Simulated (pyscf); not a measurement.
# Elimination: H₃C–CH(CH₃)–O–Sn(OH)(OH)–OH -> HO–Sn(OH)(OH)–OH + propene (H₂C=CH–CH₃)

Gas phase, singlet surface, charge 0. Bonds broken: O2–C3, C4–H10. Bonds formed: O2–H10. Single points on ωB97X-D3(BJ)/def2-SVP structures (PySCF, gas phase).

Transition state (Å):

```xyz
18

Sn     0.5121    -1.3750     0.9137
O     -1.0223    -0.8553    -0.1464
C     -1.2169     1.0767    -0.7730
C     -2.4303     1.1751    -0.0567
C      0.0572     1.6891    -0.2891
O      0.7949    -0.2197     2.4896
O      2.0957    -1.1136    -0.2345
O      0.4226    -3.1920     1.6757
H     -1.2421     0.7480    -1.8165
H     -2.0042    -0.0469     0.2448
H     -3.3705     1.0819    -0.6090
H     -2.4434     1.8015     0.8424
H      0.0964     1.7005     0.8113
H      0.9427     1.1709    -0.6835
H      0.0777     2.7359    -0.6406
H      0.6087    -0.6899     3.3119
H      2.9066    -1.0755     0.2881
H     -0.0321    -3.8039     1.0833
```

One imaginary mode, 1819i cm⁻¹; descent along it reached the two sides named, in the forms told below.

```json
[
 {"bond": "O2–C3", "change": "breaks", "reactant side (Å)": "1.427", "saddle": "2.040", "product side": "3.4"},
 {"bond": "C4–H10", "change": "breaks", "reactant side (Å)": "1.100", "saddle": "1.329", "product side": "2.341"},
 {"bond": "O2–H10", "change": "forms", "reactant side (Å)": "2.493", "saddle": "1.331", "product side": "0.969"}
]
```

Electronic energies relative to the reactant's lowest minimum found (kcal/mol):

```json
[
 {"level": "ωB97X-D3(BJ)/def2-TZVP", "barrier": "65.9", "reaction energy": "+21.2", "reverse barrier": "44.7"},
 {"level": "PBE/def2-TZVP", "barrier": "53.4", "reaction energy": "+14.9", "reverse barrier": "38.5"},
 {"level": "r²SCAN/def2-TZVP", "barrier": "58.0", "reaction energy": "+18.4", "reverse barrier": "39.6"},
 {"level": "B3LYP-D3(BJ)/def2-TZVP", "barrier": "59.1", "reaction energy": "+16.5", "reverse barrier": "42.6"},
 {"level": "PBE0-D3(BJ)/def2-TZVP", "barrier": "61.8", "reaction energy": "+20.5", "reverse barrier": "41.3"},
 {"level": "M06-2X/def2-TZVP", "barrier": "66.2", "reaction energy": "+19.2", "reverse barrier": "47.0"},
 {"level": "ωB97M-D3(BJ)/def2-TZVP", "barrier": "62.6", "reaction energy": "+17.2", "reverse barrier": "45.4"},
 {"level": "HF/def2-TZVP", "barrier": "77.9", "reaction energy": "+9.4", "reverse barrier": "68.5"}
]
```

With ωB97M-D3(BJ)/def2-TZVP energies and thermal terms (ideal gas, 1 atm, RRHO with modes under 100 cm⁻¹ raised to 100, one conformer, R ln 2 for rigid chiral ones), in kcal/mol:

| T (K) | ΔH‡ | ΔG‡ | ΔH | ΔG |
|---|---|---|---|---|
| 298 | 57.7 | 57.7 | +14.3 | +1.0 |
| 600 | 58.0 | 57.5 | +14.2 | -12.4 |
| 900 | 58.1 | 57.2 | +13.5 | -25.5 |
| 1200 | 58.0 | 56.9 | +12.6 | -38.4 |

On the product side the descent ends in a complex, 6.3 kcal/mol under the separated species and 51.0 kcal/mol under the saddle at ωB97X-D3(BJ)/def2-TZVP. This is the saddle that the search found; another between the same sides may lie lower. Elements past Kr carry the def2 core potentials, without spin-orbit coupling.
